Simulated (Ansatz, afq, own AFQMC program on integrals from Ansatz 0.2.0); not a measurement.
**NHO, triplet: AFQMC among the cluster methods**

```xyz
3

N     0.0000    0.0753    0.5909
O     0.0000   -0.1064   -0.6085
H     0.0000    0.6430    1.4480
```

Connectivity, by distances: NH–O.

Basis cc-pVDZ. Noble-gas cores (and the filled d shells of Ga–Kr and In–Xe) are frozen. AFQMC by an in-house program on the Cholesky factors that Ansatz 0.2.0 writes for its CCSD(T) run. The CISD trial takes its coefficients from CCSD amplitudes. Released means that phaseless walkers are propagated on without the constraint, phases kept. Free projection: walkers drawn from exp(T), propagated without any constraint. Its projection time is finite, and what remains of the start isn't in its error. ± is one standard error of the sampling.

Determinant: UHF, the one that the program's search chose, which needn't be the lowest solution. The geometry is a point of a scan.

No full CI on the walks' own integrals is used here; CCSDT(Q) serves as the reference and is uncertain by about the last step of the cluster series.

Cautions: lower spins were not checked.

The T1 diagnostic is 0.0188, the weight of the determinant in the CISD state is 0.899 and the ⟨S²⟩ of the determinant is 2.033. The size of the correlated space is 12 electrons in 31 orbitals.

Reference: CCSDT(Q), correlation energy -9.363 eV. The released energy is read at 2.40 1/Eh (meV from the phaseless value at times in 1/Eh: -1 ± 14 at 0.24, -28 ± 15 at 0.51, -16 ± 16 at 0.99, -32 ± 21 at 1.62, -32 ± 23 at 2.40).

```tsv
level	E − E(reference) (meV)	share of correlation (%)
HF	9363.2	0.00
MP2	653.8	93.02
CCSD	299.2	96.80
CCSD(T)	48.0	99.49
CCSDT	35.9	99.62
ph-AFQMC/HF	178.8 ± 99.1	98.09
ph-AFQMC/CISD	46.1 ± 13.2	99.51
released AFQMC	13.6 ± 23.4	99.86
free AFQMC	6.9 ± 22.4	99.93
```

Free projections are given only where their last times agree within the noise and don't stop above the reference; a slow remainder of the start can still hide under it. A walk keeps the symmetry of its determinant, which the program's search chose and which needn't be the lowest solution, so a lower state of the same spin and another symmetry isn't excluded. Released energies are given only where the last usable release times agree within the noise; a slower fall can still hide under it.
